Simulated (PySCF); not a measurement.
# CHCl: core ionisation energies

Chloromethylene, CHCl (singlet state).
Geometry (PBE0-D3(BJ)/def2-SVP, Å), atoms numbered from 1 in this order:
```xyz
3
CHCl angstrom
C     -0.129   -0.604    0.166
Cl     1.136    0.495   -0.078
H     -1.024    0.012   -0.108
```

The calculation used PySCF 2.14.0, delta-SCF UKS SCAN, pcX-2 on the ionised atom, pcseg-1 elsewhere, spin-free X2C. These are vertical core ionisation energies against the vacuum level, from separate self-consistent calculations with and without the core hole.

Task: List the computed XPS lines with their assignment.

Result: 
```tsv
atom(s)	environment	level	binding energy (eV)	2p1/2 (eV)	count
Cl2	chlorine bonded to C	Cl 1s	2830.37	–	1
Cl2	chlorine bonded to C	Cl 2p3/2	207.62	209.27	1
```

Task: Give the binding energy of Cl 1s of Cl2 (atom 2) in hartree and in kJ/mol.

Result: 2830.37 eV = 104.0142 Eh = 273089 kJ/mol.

Not every level is listed. The 2p values aren't plain energy differences: one relaxed spin-free 2p hole is combined with a matrix within the shell (ground-state 2p orbital-energy differences and spin–orbit coupling). 2p3/2, the mean of its two sublevels, lies a third of the splitting below the shell's mean and 2p1/2 two thirds above it; the statistical areas are 2:1. 2p1/2 minus 2p3/2 (ligand field included): Cl 1.66 eV. No level of carbon is listed. Geometry: PBE0-D3(BJ)/def2-SVP; no solvent, vibrations or thermal averaging.
